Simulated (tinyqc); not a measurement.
UHF in the sto-3g basis, for CH2, spin multiplicity 3, step by step. One step of it, computed by the program tinyqc.

Task: Iteration 2: building the Fock matrix. J_ij = sum D_kl (ij|kl) with D = D(alpha) + D(beta), K_ij = sum D_kl (ik|jl) for each spin; F = H + J - K(s); E = tr D H + tr D J / 2 - 0.5 sum_s tr D(s) K(s) + E_nn.

D(alpha) after iteration 1, lower triangle:
```
            1C 1s      1C 2s    1C 2px     1C 2py    1C 2pz      2H 1s     3H 1s
1C 1s    1.050841
1C 2s   -0.192294   0.808778
1C 2px   0.000000   0.000000  1.000000
1C 2py   0.000000   0.000000  0.000000   0.346015
1C 2pz   0.065007  -0.330830  0.000000   0.000000  0.718692
2H 1s   -0.040931   0.059779  0.000000   0.233663  0.200506   0.249418
3H 1s   -0.040931   0.059779  0.000000  -0.233663  0.200506  -0.066167  0.249418
```

D(beta) after iteration 1, lower triangle:
```
            1C 1s     1C 2s    1C 2px     1C 2py    1C 2pz      2H 1s     3H 1s
1C 1s    1.024639
1C 2s   -0.077699  0.314144
1C 2px   0.000000  0.000000  0.000000
1C 2py   0.000000  0.000000  0.000000   0.281825
1C 2pz  -0.045681  0.141771  0.000000   0.000000  0.064092
2H 1s   -0.070643  0.173250  0.000000   0.234511  0.078480   0.291457
3H 1s   -0.070643  0.173250  0.000000  -0.234511  0.078480  -0.098825  0.291457
```

core Hamiltonian H = T + V (hartree), lower triangle:
```
             1C 1s      1C 2s     1C 2px     1C 2py     1C 2pz      2H 1s      3H 1s
1C 1s   -18.769367
1C 2s    -4.528405  -5.691422
1C 2px    0.000000   0.000000  -4.553548
1C 2py    0.000000   0.000000   0.000000  -4.757715
1C 2pz   -0.018274  -0.182642   0.000000   0.000000  -4.621913
2H 1s    -1.257680  -2.625878   0.000000  -1.816627  -1.097658  -3.704366
3H 1s    -1.257680  -2.625878   0.000000   1.816627  -1.097658  -0.798425  -3.704366
```

Two-electron integrals (ij|kl) in chemists' order, unique and non-zero (hartree):
```
(11|11) 3.541948    (21|11) 0.576921    (21|21) 0.111888    (22|11) 0.854682
(22|21) 0.205284    (22|22) 0.624709    (31|31) 0.020296    (32|31) 0.030858
(32|32) 0.137996    (33|11) 0.852436    (33|21) 0.205335    (33|22) 0.624568
(33|33) 0.672833    (41|41) 0.020296    (42|41) 0.030858    (42|42) 0.137996
(43|43) 0.036269    (44|11) 0.852436    (44|21) 0.205335    (44|22) 0.624568
(44|33) 0.600295    (44|44) 0.672833    (51|51) 0.020296    (52|51) 0.030858
(52|52) 0.137996    (53|53) 0.036269    (54|54) 0.036269    (55|11) 0.852436
(55|21) 0.205335    (55|22) 0.624568    (55|33) 0.600295    (55|44) 0.600295
(55|55) 0.672833    (61|11) 0.160321    (61|21) 0.030872    (61|22) 0.056425
(61|33) 0.056233    (61|41) 0.001648    (61|42) 0.003041    (61|44) 0.056679
(61|51) 0.000954    (61|52) 0.001759    (61|54) 0.000258    (61|55) 0.056382
(61|61) 0.008713    (62|11) 0.353595    (62|21) 0.085911    (62|22) 0.284067
(62|33) 0.277568    (62|41) 0.007067    (62|42) 0.046906    (62|44) 0.291984
(62|51) 0.004090    (62|52) 0.027142    (62|54) 0.008342    (62|55) 0.282395
(62|61) 0.024666    (62|62) 0.163942    (63|31) 0.009114    (63|32) 0.046844
(63|43) 0.009399    (63|53) 0.005439    (63|63) 0.021198    (64|11) 0.250554
(64|21) 0.061709    (64|22) 0.216380    (64|33) 0.205402    (64|41) 0.013575
(64|42) 0.080292    (64|44) 0.234622    (64|51) 0.002581    (64|52) 0.019355
(64|54) 0.011470    (64|55) 0.208892    (64|61) 0.018627    (64|62) 0.148571
(64|64) 0.153423    (65|11) 0.144985    (65|21) 0.035708    (65|22) 0.125210
(65|33) 0.118857    (65|41) 0.002581    (65|42) 0.019355    (65|44) 0.124888
(65|51) 0.010608    (65|52) 0.058044    (65|54) 0.012889    (65|55) 0.131755
(65|61) 0.010779    (65|62) 0.085972    (65|64) 0.076513    (65|65) 0.065473
(66|11) 0.490275    (66|21) 0.121175    (66|22) 0.452331    (66|33) 0.428193
(66|41) 0.013295    (66|42) 0.115427    (66|44) 0.482079    (66|51) 0.007694
(66|52) 0.066793    (66|54) 0.031181    (66|55) 0.446237    (66|61) 0.035408
(66|62) 0.320475    (66|64) 0.321992    (66|65) 0.186323    (66|66) 0.774606
(71|11) 0.160321    (71|21) 0.030872    (71|22) 0.056425    (71|33) 0.056233
(71|41) -0.001648   (71|42) -0.003041   (71|44) 0.056679    (71|51) 0.000954
(71|52) 0.001759    (71|54) -0.000258   (71|55) 0.056382    (71|61) 0.008427
(71|62) 0.023129    (71|64) 0.015763    (71|65) 0.010114    (71|66) 0.032379
(71|71) 0.008713    (72|11) 0.353595    (72|21) 0.085911    (72|22) 0.284067
(72|33) 0.277568    (72|41) -0.007067   (72|42) -0.046906   (72|44) 0.291984
(72|51) 0.004090    (72|52) 0.027142    (72|54) -0.008342   (72|55) 0.282395
(72|61) 0.023129    (72|62) 0.120192    (72|64) 0.077542    (72|65) 0.061278
(72|66) 0.186050    (72|71) 0.024666    (72|72) 0.163942    (73|31) 0.009114
(73|32) 0.046844    (73|43) -0.009399   (73|53) 0.005439    (73|63) 0.014608
(73|73) 0.021198    (74|11) -0.250554   (74|21) -0.061709   (74|22) -0.216380
(74|33) -0.205402   (74|41) 0.013575    (74|42) 0.080292    (74|44) -0.234622
(74|51) -0.002581   (74|52) -0.019355   (74|54) 0.011470    (74|55) -0.208892
(74|61) -0.015763   (74|62) -0.077542   (74|64) -0.036599   (74|65) -0.038682
(74|66) -0.109148   (74|71) -0.018627   (74|72) -0.148571   (74|74) 0.153423
(75|11) 0.144985    (75|21) 0.035708    (75|22) 0.125210    (75|33) 0.118857
(75|41) -0.002581   (75|42) -0.019355   (75|44) 0.124888    (75|51) 0.010608
(75|52) 0.058044    (75|54) -0.012889   (75|55) 0.131755    (75|61) 0.010114
(75|62) 0.061278    (75|64) 0.038682    (75|65) 0.045203    (75|66) 0.101132
(75|71) 0.010779    (75|72) 0.085972    (75|74) -0.076513   (75|75) 0.065473
(76|11) 0.100200    (76|21) 0.024395    (76|22) 0.082968    (76|33) 0.080889
(76|44) 0.083482    (76|51) 0.001949    (76|52) 0.013570    (76|55) 0.084456
(76|61) 0.006830    (76|62) 0.042991    (76|64) 0.033690    (76|65) 0.024786
(76|66) 0.078403    (76|71) 0.006830    (76|72) 0.042991    (76|74) -0.033690
(76|75) 0.024786    (76|76) 0.013546    (77|11) 0.490275    (77|21) 0.121175
(77|22) 0.452331    (77|33) 0.428193    (77|41) -0.013295   (77|42) -0.115427
(77|44) 0.482079    (77|51) 0.007694    (77|52) 0.066793    (77|54) -0.031181
(77|55) 0.446237    (77|61) 0.032379    (77|62) 0.186050    (77|64) 0.109148
(77|65) 0.101132    (77|66) 0.289165    (77|71) 0.035408    (77|72) 0.320475
(77|74) -0.321992   (77|75) 0.186323    (77|76) 0.078403    (77|77) 0.774606
```

nuclear repulsion = 6.33756308 hartree

Give: Coulomb J; exchange K(alpha); exchange K(beta); F(alpha); F(beta); total energy of this density.

Result:

Coulomb J (hartree), lower triangle:
```
          1C 1s   1C 2s  1C 2px   1C 2py  1C 2pz   2H 1s   3H 1s
1C 1s   11.4407
1C 2s    2.2072  5.1166
1C 2px   0.0000  0.0000  5.0667
1C 2py   0.0000  0.0000  0.0000   5.1719
1C 2pz   0.0169  0.1423  0.0000   0.0000  5.0947
2H 1s    0.6115  2.3537  0.0000   1.8007  1.0820  3.8498
3H 1s    0.6115  2.3537  0.0000  -1.8007  1.0820  0.6904  3.8498
```

exchange K(alpha) (hartree), lower triangle:
```
         1C 1s    1C 2s  1C 2px   1C 2py  1C 2pz   2H 1s   3H 1s
1C 1s   3.6192
1C 2s   0.6520   1.0141
1C 2px  0.0000   0.0000  0.8640
1C 2py  0.0000   0.0000  0.0000   0.7431
1C 2pz  0.0034  -0.0377  0.0000   0.0000  0.8100
2H 1s   0.1863   0.5090  0.0000   0.3674  0.2191  0.6437
3H 1s   0.1863   0.5090  0.0000  -0.3674  0.2191  0.1509  0.6437
```

exchange K(beta) (hartree), lower triangle:
```
         1C 1s   1C 2s  1C 2px   1C 2py  1C 2pz   2H 1s   3H 1s
1C 1s   3.5631
1C 2s   0.6017  0.6236
1C 2px  0.0000  0.0000  0.1218
1C 2py  0.0000  0.0000  0.0000   0.6235
1C 2pz  0.0021  0.2489  0.0000   0.0000  0.2326
2H 1s   0.1701  0.4292  0.0000   0.3525  0.2188  0.6300
3H 1s   0.1701  0.4292  0.0000  -0.3525  0.2188  0.1258  0.6300
```

F(alpha) (hartree), lower triangle:
```
           1C 1s    1C 2s   1C 2px   1C 2py   1C 2pz    2H 1s    3H 1s
1C 1s   -10.9479
1C 2s    -2.9732  -1.5890
1C 2px    0.0000   0.0000  -0.3508
1C 2py    0.0000   0.0000   0.0000  -0.3289
1C 2pz   -0.0048  -0.0026   0.0000   0.0000  -0.3372
2H 1s    -0.8325  -0.7811   0.0000  -0.3833  -0.2347  -0.4983
3H 1s    -0.8325  -0.7811   0.0000   0.3833  -0.2347  -0.2588  -0.4983
```

F(beta) (hartree), lower triangle:
```
           1C 1s    1C 2s  1C 2px   1C 2py   1C 2pz    2H 1s    3H 1s
1C 1s   -10.8918
1C 2s    -2.9229  -1.1985
1C 2px    0.0000   0.0000  0.3914
1C 2py    0.0000   0.0000  0.0000  -0.2093
1C 2pz   -0.0035  -0.2892  0.0000   0.0000   0.2402
2H 1s    -0.8163  -0.7014  0.0000  -0.3684  -0.2345  -0.4845
3H 1s    -0.8163  -0.7014  0.0000   0.3684  -0.2345  -0.2338  -0.4845
```

total energy of this density = -38.427600 hartree
